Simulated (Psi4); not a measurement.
**MN15/def2-TZVPP (density fitting, sweep point 4) run of CH3ClSi (SMILES C[Si]Cl)**

Aim: the vertical singlet–triplet gap of CH3ClSi at MN15/def2-TZVPP (density fitting, sweep point 4), from 2 runs. 

Program for the calculation: Psi4 1.11.

### Step 1. Starting point

The species is CH3ClSi (6 atoms), meant as a singlet with charge 0. As SMILES, `C[Si]Cl`. Geometry: relaxed at PBE0-D4/def2-TZVP.

Bond lengths: C1–Si2 1.887 Å, Si2–Cl3 2.093 Å, C1–H4 1.096 Å, C1–H5 1.093 Å, C1–H6 1.096 Å. Angles: C1–Si2–Cl3 98.3°, Si2–C1–H4 110.2°, Si2–C1–H5 111.6°, Si2–C1–H6 110.2°, H4–C1–H5 109.0°, H4–C1–H6 106.7°, H5–C1–H6 109.0°.

### Step 2. A single-point energy at MN15/def2-TZVPP (density fitting, sweep point 4)

The input, calc.inp:

```
memory 1600 mb

molecule m {
  0 1
  C     -0.420900     0.376200    -0.177100
  Si     0.228200    -0.642100     1.273100
  Cl     1.857700    -1.533900     0.308500
  H      0.353800     1.065800    -0.531400
  H     -1.308700     0.949900     0.100100
  H     -0.668100    -0.280000    -1.019400
  symmetry c1
}

set {
  basis                def2-TZVPP
  reference            rks
  puream               true
  scf_type             df
  dft_radial_points    99
  dft_spherical_points 590
}

energy_value = energy('mn15')
print_variables()
```

Command:

```sh
$ psi4 calc.inp calc.out -n 1
```

calc.out (excerpt; [...] marks lines left out):

```text
[...]
  Running in c1 symmetry.
[...]
  Nuclear repulsion =  128.153233316674090
[...]
  Multiplicity = 1
[...]
  Nalpha       = 20
  Nbeta        = 20
[...]
    Number of basis functions: 157
[...]
   @DF-RKS iter   1:  -789.13104688816111   -2.99595e-01   5.05421e-03 DIIS/ADIIS
[...]
   @DF-RKS iter   8:  -789.38966911634930   -1.08652e-07   5.90475e-07 DIIS
[...]
    Orbital Energies [Eh]
    ---------------------
    Doubly Occupied:
       1A   -100.333036     2A    -65.298852     3A    -10.033319
       4A     -9.157183     5A     -7.172992     6A     -7.169488
       7A     -7.166090     8A     -5.188956     9A     -3.716382
      10A     -3.710498    11A     -3.703168    12A     -0.853607
      13A     -0.751254    14A     -0.514791    15A     -0.462564
      16A     -0.458050    17A     -0.401964    18A     -0.378629
      19A     -0.366969    20A     -0.267314
[...]
  @DF-RKS Final Energy:  -789.38966911634930
   => Energetics <=
    Nuclear Repulsion Energy =            128.1532333166740898
    One-Electron Energy =               -1345.1764431230653827
    Two-Electron Energy =                 459.2966943884722468
    DFT Exchange-Correlation Energy =     -31.6631536984301611
    Empirical Dispersion Energy =           0.0000000000000000
    VV10 Nonlocal Energy =                  0.0000000000000000
    Total Energy =                       -789.3896691163492960
[...]
 Multipole Moments:
 ------------------------------------------------------------------------------------
     Multipole            Electronic (a.u.)      Nuclear  (a.u.)        Total (a.u.)
 ------------------------------------------------------------------------------------
 L = 1.  Multiply by 2.5417464519 to convert [e a0] to [Debye]
 Dipole X            :          4.2956195           -4.8083688           -0.5127494
 Dipole Y            :         -4.1791124            4.6253043            0.4461919
 Dipole Z            :          2.5139416           -2.6683698           -0.1544281
 Magnitude           :                                                    0.6970274
[...]
```

Wall time 21 s (1 thread of Intel Xeon 6975P-C (Granite Rapids), shared host); peak memory 1.3 GiB.

### Step 3. The triplet at the same level

The input, input.in:

```
memory 1.6 GB

molecule molecule1 {
  0 3
  C     -0.420900     0.376200    -0.177100
  Si     0.228200    -0.642100     1.273100
  Cl     1.857700    -1.533900     0.308500
  H      0.353800     1.065800    -0.531400
  H     -1.308700     0.949900     0.100100
  H     -0.668100    -0.280000    -1.019400
  symmetry c1
}

set basis def2-TZVPP
set reference uks
set puream true
set scf_type df
set dft_radial_points 99
set dft_spherical_points 590
set maxiter 150

result, w = energy("mn15", return_wfn=True)
```

Command:

```sh
$ psi4 -i input.in -o input.out -n 1
```

input.out (excerpt; [...] marks lines left out):

```text
[...]
  Running in c1 symmetry.
[...]
  Nuclear repulsion =  128.153233316674090
[...]
  Multiplicity = 3
[...]
  Nalpha       = 21
  Nbeta        = 19
[...]
    Number of basis functions: 157
[...]
   @DF-UKS iter   1:  -789.06510026868659   -2.33648e-01   4.96622e-03 ADIIS/DIIS
[...]
   @DF-UKS iter   9:  -789.32454945022937   -3.16001e-07   9.99367e-07 DIIS
[...]
   @S^2 Observed:                2.003008147E+00
[...]
    Orbital Energies [Eh]
    ---------------------
    Alpha Occupied:
       1A   -100.332631     2A    -65.299274     3A    -10.057305
       4A     -9.156175     5A     -7.173742     6A     -7.166126
       7A     -7.165662     8A     -5.191013     9A     -3.715006
      10A     -3.713284    11A     -3.711429    12A     -0.852475
      13A     -0.761097    14A     -0.527892    15A     -0.472527
      16A     -0.466272    17A     -0.409966    18A     -0.379673
      19A     -0.371931    20A     -0.304032    21A     -0.195742
    Alpha Virtual:
      22A      0.009458    23A      0.057088    24A      0.106592
      25A      0.131498    26A      0.132029    27A      0.173845
[...]
  @DF-UKS Final Energy:  -789.32454945022937
   => Energetics <=
    Nuclear Repulsion Energy =            128.1532333166740898
    One-Electron Energy =               -1345.0463854761383118
    Two-Electron Energy =                 459.2271366424870394
    DFT Exchange-Correlation Energy =     -31.6585339332521336
    Empirical Dispersion Energy =           0.0000000000000000
    VV10 Nonlocal Energy =                  0.0000000000000000
    Total Energy =                       -789.3245494502293695
[...]
 Multipole Moments:
 ------------------------------------------------------------------------------------
     Multipole            Electronic (a.u.)      Nuclear  (a.u.)        Total (a.u.)
 ------------------------------------------------------------------------------------
 L = 1.  Multiply by 2.5417464519 to convert [e a0] to [Debye]
 Dipole X            :          4.1591114           -4.8083688           -0.6492574
 Dipole Y            :         -4.1564757            4.6253043            0.4688286
 Dipole Z            :          2.7391526           -2.6683698            0.0707828
 Magnitude           :                                                    0.8039563
[...]
```

Run time: 37 s. Hardware: 1 thread of Intel Xeon 6975P-C (Granite Rapids), shared host; peak memory 1.3 GiB.

### Step 4. Outcome

At MN15/def2-TZVPP (density fitting, sweep point 4):

```
                                        quantity          value
                           singlet: total energy  -789.38967 Eh
                          singlet: dipole moment         1.77 D
                            singlet: HOMO energy       -7.27 eV
                            singlet: LUMO energy       -2.05 eV
                          singlet: HOMO–LUMO gap        5.22 eV
                           triplet: total energy  -789.32455 Eh
                          triplet: dipole moment         2.04 D
     triplet: HOMO energy (highest over α and β)       -5.33 eV
      triplet: LUMO energy (lowest over α and β)       -3.58 eV
                                   triplet: ⟨S²⟩          2.003
vertical energy of the triplet above the singlet       1.772 eV
```

At this shape the triplet lies 1.77 eV (41 kcal/mol) above the singlet.
